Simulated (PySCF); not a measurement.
# NMR data sheet: Hydrogen methyl disulfide

```
Formula                               : CH4S2
SMILES                                : CSS
InChI                                 : InChI=1S/CH4S2/c1-3-2/h2H,1H3
Point group of the computed structure : C1
Degrees of unsaturation               : 0
Carbon signals                        : 1
Proton signals                        : 2
```

Mapped SMILES: `[CH3:1][S:2][SH:3]`. Hydrogens are named by the atom that carries them.

- geometry from PBE0-D3(BJ)/def2-TZVP
- shielding tensors at PBE0/pcSseg-2 (GIAO)
- run in PySCF 2.14.0 with density-fitted response routines
- no solvent, one conformer, relativity neglected, fast rotation and ring inversion assumed for equivalent nuclei

Chemical shifts δ = σref − σ; TMS for ¹H (σ = 31.52 ppm) and ¹³C (σ = 186.03 ppm); CS2 for ³³S (σ = 512.98 ppm), all at this level.

```tsv
carbon	δC, type	δH (multiplicity)	HMBC from (2–3 bonds)	span of the C tensor (ppm)
C1	30.1, CH3	2.17 (s)	–	59
```

Other nuclei:
```json
{"atoms": "H(S3)", "nucleus": "¹H", "environment": "hydrogen on a sulfur bonded to S", "δ (ppm)": "3.58", "σ (ppm)": "27.94"}
{"atoms": "S3", "nucleus": "³³S", "environment": "sulfur bonded to S, H", "δ (ppm)": "-13", "σ (ppm)": "526.1"}
{"atoms": "S2", "nucleus": "³³S", "environment": "disulfide sulfur", "δ (ppm)": "-21", "σ (ppm)": "534.2"}
```

1. δC 30.1: methyl carbon bonded to S.
2. δH 3.58: hydrogen on a sulfur bonded to S; exchangeable; this is the value without hydrogen bonding to other molecules.
3. δH 2.17: hydrogen on a methyl carbon bonded to S.

OH/NH shifts are gas-phase values; hydrogen bonding in solution moves them, usually downfield. Shifts are as computed. Against solution values, carbons near 30 ppm lie about +3 ppm off and those near 130 ppm about +9 ppm. Of 1211 compounds with measured shifts, 218 miss one by over three times the rms of a fit or turn the order of signals round; such compounds aren't used in these exercises.
